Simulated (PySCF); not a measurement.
**Which determinant of BH lies lowest?**

Unrestricted PBE0; B cc-pVDZ, H cc-pVDZ; no relativity (PySCF 2.14). Outer shells of the fragments: B 2s2 2p1; H 1s1.

Followed along the bond (rough minima from three points):

```json
{"2Ms+1": "1", "unpaired": "none", "⟨S²⟩ at the start": "0.00", "R at minimum (Å)": "1.26", "Te (eV)": "0.00"}
{"2Ms+1": "3", "unpaired": "σ ↑, π ↑", "⟨S²⟩ at the start": "2.00", "R at minimum (Å)": "1.21", "Te (eV)": "0.90"}
{"2Ms+1": "1", "unpaired": "σ ↑, π ↓", "⟨S²⟩ at the start": "1.01", "R at minimum (Å)": "1.22", "Te (eV)": "1.57"}
```

Solutions found at the starting distance of 1.135 Å, counted from the lowest of them; the search is not exhaustive and high or unbound solutions are not listed, so other states can lie among these:

| 2Ms+1 | unpaired | term | E (eV) | ⟨S²⟩ | ⟨Lz²⟩ | μ (D) |
| --- | --- | --- | --- | --- | --- | --- |
| 1 | none | ¹Σ⁺ | 0.00 | 0.00 | 0.00 | 1.81 |
| 3 | σ ↑, π ↑ | ³Π | 0.80 | 2.00 | 1.00 | 0.27 |
| 1 | σ ↑, π ↓ | mixed | 1.49 | 1.01 | 1.00 | 0.54 |
| 3 | π ↑↑ | ³Σ⁻ | 3.96 | 2.09 | 0.00 | -0.74 |
| 1 | π ↑↓ | mixed | 4.54 | 1.00 | 2.01 | -0.81 |
| 1 | none | mixed | 5.68 | 0.00 | 2.00 | -0.82 |

A term symbol is given only where ⟨S²⟩ and ⟨Lz²⟩ are close to those of a pure state; real π, δ and φ orbitals otherwise mix terms. A positive dipole means B(−)H(+).

Question: Compare the gap between the two lowest followed solutions at the starting distance with the gap between their minima.

Answer: At PBE0 the second solution (triplet, unpaired electrons σ ↑, π ↑) lies +0.80 eV from the first (singlet, closed shell) at 1.135 Å and +0.90 eV at the minima; the two curves relax by different amounts, since their minima lie near 1.21 and 1.26 Å.

The measured ground state is X ¹Σ+ (Huber and Herzberg, Constants of Diatomic Molecules (1979)).

Counting both spins, an empty level lies below a filled one in some of these solutions, because spin and occupation are held.
